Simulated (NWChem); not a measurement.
## Correlation energy of CH₃O

```xyz
5

C      0.0733     0.5594     0.0459
O     -0.1151    -0.7753    -0.0895
H      0.6373     0.6891     1.0038
H      0.7096     1.0174    -0.7426
H     -0.8660     1.1399     0.1789
```
Charge 0, spin multiplicity 2.

Everything below was run with NWChem. The geometry was optimised at UB3LYP/def2-SVP, a minimum by its harmonic frequencies.

Basis set: 6-31G*. Each correlation energy counts from its own Hartree-Fock reference.

The correlated methods keep 2 core orbitals frozen. The Pople sets run with spherical d functions. The structure started from a generated list of species. The stability of the SCF solutions was not checked. Open-shell Hartree-Fock references start from PBE0 orbitals. Coupled-cluster values serve here as a point of comparison, not as the truth.

Problem. One of these methods gave a correlation energy of -263.6 mHa. Which?
(A) SCS-UMP2
(B) UMP2
(C) CCSD[T] on UHF
(D) CCSD on UHF

Solution. B, UMP2. The others give -261.3 (SCS-UMP2), -293.2 (CCSD on UHF), -299.9 (CCSD[T] on UHF).
